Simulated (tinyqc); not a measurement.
UHF in the sto-6g basis, for H3O+, spin multiplicity 1, step by step (part 3 of 3). Computed by tinyqc, a small Python program that keeps every step (integrals from PySCF). Command: `OMP_NUM_THREADS=1 python tinyqc.py 21362 21363 out.jsonl` (the two numbers bound the seeds that draw the settings). One thread of a shared host (Intel(R) Xeon(R) Processor @ 2.60GHz), about 0.2 s of CPU time with the checks.

Geometry (angstrom):

| atom | x | y | z |
|---|---|---|---|
| O | 0.00000 | 0.00000 | 0.08900 |
| H | 1.02300 | 0.00000 | 0.00000 |
| H | -0.51200 | 0.88600 | 0.00000 |
| H | -0.51200 | -0.88600 | 0.00000 |

## Convergence

Stop when the energy changes by less than 1e-08 hartree and every element of the error matrix X^T (F D S - S D F) X (for each spin) is below 3e-05.

Course of the cycle:

| iteration | E (hartree) | change | largest element of the error matrix |
|---|---|---|---|
| 1 | -75.3572225 | - | 3.08e-01 |
| 2 | -75.9018113 | -5.45e-01 | 1.06e-01 |
| 3 | -76.0059263 | -1.04e-01 | 5.21e-02 |
| 4 | -76.0270782 | -2.12e-02 | 2.72e-02 |
| 5 | -76.0327523 | -5.67e-03 | 1.43e-02 |
| 6 | -76.0343277 | -1.58e-03 | 7.60e-03 |
| 7 | -76.0347742 | -4.46e-04 | 4.04e-03 |
| 8 | -76.0349017 | -1.28e-04 | 2.15e-03 |
| 9 | -76.0349385 | -3.68e-05 | 1.14e-03 |
| 10 | -76.0349492 | -1.07e-05 | 6.09e-04 |
| 11 | -76.0349523 | -3.15e-06 | 3.25e-04 |
| 12 | -76.0349533 | -9.40e-07 | 1.73e-04 |
| 13 | -76.0349536 | -2.87e-07 | 9.30e-05 |
| 14 | -76.0349536 | -8.94e-08 | 5.03e-05 |
| 15 | -76.0349537 | -2.86e-08 | 2.73e-05 |
| 16 | -76.0349537 | -9.44e-09 | 1.49e-05 |

PySCF UHF in the same basis, after a stability check = -76.0349537 hartree

Converged in 16 iterations.

## Populations, bond orders and dipole

D(alpha) after iteration 16, lower triangle:
```
           1O 1s    1O 2s    1O 2px    1O 2py    1O 2pz     2H 1s     3H 1s    4H 1s
1O 1s    1.04625
1O 2s   -0.18883  0.79204
1O 2px   0.00000  0.00000   0.49109
1O 2py   0.00000  0.00002  -0.00002   0.49120
1O 2pz  -0.01005  0.06042   0.00000  -0.00003   0.99104
2H 1s   -0.02471  0.08367   0.28107  -0.00001  -0.03250   0.17126
3H 1s   -0.02469  0.08364  -0.14058   0.24348  -0.03246  -0.07007   0.17131
4H 1s   -0.02469  0.08363  -0.14059  -0.24351  -0.03250  -0.07008  -0.07008  0.17135
```

D(beta) after iteration 16, lower triangle:
```
           1O 1s     1O 2s    1O 2px    1O 2py    1O 2pz     2H 1s     3H 1s    4H 1s
1O 1s    1.04625
1O 2s   -0.18883   0.79204
1O 2px   0.00000   0.00000   0.49109
1O 2py   0.00000  -0.00002   0.00002   0.49120
1O 2pz  -0.01005   0.06042   0.00000   0.00003   0.99104
2H 1s   -0.02471   0.08367   0.28107   0.00001  -0.03250   0.17126
3H 1s   -0.02469   0.08363  -0.14059   0.24351  -0.03250  -0.07008   0.17135
4H 1s   -0.02469   0.08364  -0.14058  -0.24348  -0.03246  -0.07007  -0.07008  0.17131
```

overlap S, lower triangle:
```
          1O 1s    1O 2s    1O 2px    1O 2py    1O 2pz    2H 1s    3H 1s    4H 1s
1O 1s   1.00000
1O 2s   0.23114  1.00000
1O 2px  0.00000  0.00000   1.00000
1O 2py  0.00000  0.00000   0.00000   1.00000
1O 2pz  0.00000  0.00000   0.00000   0.00000   1.00000
2H 1s   0.04724  0.43234   0.36626   0.00000  -0.03186  1.00000
3H 1s   0.04720  0.43216  -0.18320   0.31702  -0.03185  0.17134  1.00000
4H 1s   0.04720  0.43216  -0.18320  -0.31702  -0.03185  0.17134  0.17144  1.00000
```

Mulliken: Z minus the diagonal of D S on the atom; Loewdin: the same with S^(1/2) D S^(1/2); Mayer order: 2 sum_s sum (D(s) S)_ij (D(s) S)_ji over the two atoms.

Charges (e):

| atom | Mulliken | Loewdin | Mulliken spin |
|---|---|---|---|
| 1O | -0.28247 | -0.02970 | 0 |
| 2H | 0.42754 | 0.34324 | 0 |
| 3H | 0.42746 | 0.34323 | -0.00005 |
| 4H | 0.42746 | 0.34323 | 0.00005 |

Mayer bond orders:

| pair | order |
|---|---|
| 2-1 | 0.78000 |
| 3-1 | 0.78010 |
| 3-2 | 0.01860 |
| 4-1 | 0.78010 |
| 4-2 | 0.01860 |
| 4-3 | 0.01857 |

dipole moment about the origin, x y z (debye): -0.00187  0.00000  -0.28237

<S^2> of the determinant (pure state: 0) = 7.49e-09
